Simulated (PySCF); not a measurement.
Property card for `F[PH-](F)(F)(F)F`

Species: F5HP (charge -1).
Bonds: F1–P2, P2–F3, P2–F4, P2–F5, P2–F6. Hydrogens: H7 on P2.

**PBE0-D3(BJ)/def2-SVP geometry optimisation, gas phase (PySCF)**

```
Point group                  : C4v
Rotational constants A, B, C : 3.394, 3.392, 2.441 GHz
```

PBE/pcSseg-2 ground state and GIAO shieldings, non-relativistic (PySCF):

```
HOMO energy                                                 : -2.46 eV
LUMO energy                                                 : 5.28 eV
HOMO–LUMO gap                                               : 7.74 eV
1H chemical shifts (computed TMS as zero) by class          : 6.52 (H7) ppm
Isotropic shieldings of nuclei other than C and H, by class : 212 (F1/F3/F4/F5), 229 (F6), 405 (P2) ppm
```

Monoisotopic mass of the ion (most abundant isotopes, electron mass counted): 126.9742 u.

The rotational constants are those of an oblate symmetric top; the small spread among constants that symmetry makes equal is optimisation noise. With B = h/(8π²I), that is 505.379 GHz u Å² over I, the principal moments of inertia are 148.9, 149.0 and 207.0 u Å² (most abundant isotopes); the inertial defect Ic − Ia − Ib is -90.9 u Å² (zero for a rigid planar frame, negative otherwise).

 The geometry's basis has no diffuse functions, a weakness for an anion. No diffuse functions stand in pcSseg-2, which bears on an anion's orbital energies.
